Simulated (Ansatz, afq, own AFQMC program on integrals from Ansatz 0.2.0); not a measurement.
SiC, singlet in 6-31G, levels against full CI

```json
{"atom": "Si", "x (Å)": "0.0000", "y (Å)": "0.0000", "z (Å)": "0.0000"}
{"atom": "C", "x (Å)": "0.0000", "y (Å)": "0.0000", "z (Å)": "1.3270"}
```

Basis 6-31G. Noble-gas cores (and the filled d shells of Ga–Kr and In–Xe) are frozen. Integrals, coupled cluster, full CI and functionals: Ansatz 0.2.0; the random walks run on the same integrals in our own AFQMC program. The CISD trial takes its coefficients from CCSD amplitudes. Released means that phaseless walkers are propagated on without the constraint, phases kept. Free AFQMC starts from the CCSD state and is never constrained. Its projection time is finite, and what remains of the start isn't in its error. Uncertainties: one standard error, sampling alone.

Determinant: RHF, the one that the program's search chose, which needn't be the lowest solution. The geometry is a point of a scan.

Full CI on the same integrals is exact in this basis and with this determinant's frozen core.

Cautions: restricted determinant unstable towards unrestricted (UHF 1.28 eV lower, ⟨S²⟩ 1.49); strong correlation (T1 0.108, weight of the determinant 0.71, largest double 0.23); (T) is large, 9 % of the CCSD correlation; the released energies are still falling, so no released level is given (meV from the phaseless value at times in 1/Eh: 8 ± 23 at 0.24, -5 ± 16 at 0.51, -20 ± 17 at 0.99, -42 ± 17 at 1.62, -66 ± 18 at 2.40), though the last usable value meets full CI within the noise; the ph-AFQMC/CISD walk drifts between its halves (2.1 errors).

The T1 diagnostic is 0.1078. The weight of the determinant in the CISD state is 0.707 and the size of the correlated space is 8 electrons in 16 orbitals.

Reference: full CI, correlation energy -5.255 eV. The cautions show a poor starting determinant, so the rows tell how each method copes with it here, and full CI is the sure value.

```tsv
level	E − E(reference) (mEh)	share of correlation (%)
HF	193.11	0.00
MP2	49.08	74.58
CCSD	15.20	92.13
CCSD(T)	-0.15	100.08
CCSDT	1.74	99.10
CCSDT(Q)	-0.60	100.31
CCSDTQ	0.29	99.85
ph-AFQMC/HF	10.72 ± 2.73	94.45
ph-AFQMC/CISD	3.71 ± 0.83	98.08
free AFQMC	1.25 ± 0.86	99.35
```

CCSDT and higher add their correlation energy to the determinant of the CCSD(T) run, since their own runs factorise the integrals more tightly (a shift of under 2 meV). Free projections are given only where their last times agree within the noise and don't stop above the reference; a slow remainder of the start can still hide under it. A walk keeps the symmetry of its determinant, which the program's search chose and which needn't be the lowest solution, so a lower state of the same spin and another symmetry isn't excluded.
